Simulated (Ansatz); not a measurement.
# Worked example: correlation energy of SiH2, triplet

Geometry: displaced at random from a stationary point.

```yaml
atoms:
  - { symbol: Si, position_ang: [0.0085, -0.0502, -0.0005] }
  - { symbol: H, position_ang: [-0.1564, 0.7158, -1.2673] }
  - { symbol: H, position_ang: [-0.0798, 0.6834, 1.2813] }
```

Basis cc-pVDZ; Ansatz 0.2.0. Correlated methods freeze the noble-gas cores, which leaves 6 electrons in 23 orbitals. Prefix R: restricted or restricted open-shell reference; prefix U: unrestricted.

Full CI is exact within this basis and frozen core; it isn't the basis-set limit. The frozen core follows each run's orbitals, which can shift R against U totals by a few meV.

Runs differ by some tens of microhartree through their thresholds and, for an open shell, their frozen cores, so steps under 0.1 kcal/mol mean nothing.

```
    level  total energy (hartree)
      UHF             -290.011516
     UMP2             -290.083939
    UCCSD             -290.105895
 UCCSD(T)             -290.107741
   UCCSDT             -290.108335
UCCSDT(Q)             -290.108371
  full CI             -290.108367
```

Q: What is the correlation energy at full CI, and what share of it do UMP2 and UCCSD(T) recover?

A: E(corr) = -290.108367 − (-290.011516) = -0.096851 hartree = -2.635 eV. UMP2: -0.072423 / -0.096851 = 74.78 %. UCCSD(T): -0.096225 / -0.096851 = 99.35 %.

Q: By how many kcal/mol does UCCSD(T) miss full CI (1 hartree = 627.509 kcal/mol), and which steps make up the rest?

A: -290.107741 − (-290.108367) = 0.000626 hartree = 0.39 kcal/mol. Steps: UCCSDT − UCCSD(T) = -0.37, UCCSDT(Q) − UCCSDT = -0.02, full CI − UCCSDT(Q) = 0.00 kcal/mol. That is within 1 kcal/mol of the reference in this basis, which itself misses far more of the correlation at the basis-set limit.
